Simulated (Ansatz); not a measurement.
Basis-set extrapolation for `OC1(F)CC1` (PBE0-D4/def2-TZVP geometry, frozen core, Ansatz 0.2.0). Multiplicity 1, RHF reference.

|  | def2-TZVPP | def2-QZVPP |
| --- | --- | --- |
| HF | -290.897879 | -290.910870 |
| MP2 correlation | -0.983548 | -1.058879 |
| CCSD(T) correlation | -1.046169 | not run |

Energies in hartree. Use E(X) = E(∞) + A·exp(−7.88·√X) for Hartree–Fock and E(X) = E(∞) + B·X^(−2.97) for correlation, with X = 3 and 4, and add CCSD(T) minus MP2 of the smaller set to the MP2 limit.

Problem. What is the CCSD(T) energy at the basis-set limit?

Solution. HF limit: -290.910870 + (-0.012991) × 0.13774 = -290.91266. MP2 limit: -1.058879 + (-0.075331) × 0.74074 = -1.11468. Higher-order term: -1.046169 − (-0.983548) = -0.06262. Total: -292.08996 hartree, 3.97 eV below CCSD(T)/def2-TZVPP.
